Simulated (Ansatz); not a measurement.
# BH3: the cost of one run

All numbers below are computed with Ansatz 0.2.0 (RKS PBE-D4/def2-SVP).

### Step 1. The system as given

Bond lengths: B1–H4 1.190 Å.

Coordinates:

```xyz
4

B     0.0000    0.0000    0.0000
H     0.8690    0.0000    1.0849
H     1.3740    0.0000    0.2102
H    -1.0305    0.0000   -0.5950
```

### Step 2. A restrained relaxation towards end A

Springs on the bonds that form and break draw the guess towards this end; the thresholds are loose.

The input, input.yaml:

```yaml
crystal:
  periodic: [false, false, false]
  atoms:
    - { symbol: B, position_ang: [0.0, 0.0, 0.0] }
    - { symbol: H, position_ang: [0.869, 0.0, 1.0849] }
    - { symbol: H, position_ang: [1.374, 0.0, 0.2102] }
    - { symbol: H, position_ang: [-1.0305, 0.0, -0.595] }
basis:
  gaussian: { orbitals: def2-SVP }
hamiltonian:
  xc: pbe
  dispersion: d4
relax:
  f_tol: 0.15
  max_steps: 25
  restrain:
    - { distance: [1, 2], at: 1.86, k: 30.0 }
    - { distance: [0, 1], at: 1.19, k: 30.0 }
    - { distance: [0, 2], at: 1.19, k: 30.0 }
```

Command:

```bash
> ansatz run input.yaml --threads 1 --pin off --max-ram 2048MiB --backend cpu --events-out ev --progress --plain --runs-dir out
```

**Question.** How long does this run take on 1 thread of Intel Xeon Platinum 8488C (Sapphire Rapids), shared host, and how much memory does it need?

About 1.3 s, with a peak of 0.1 GiB.
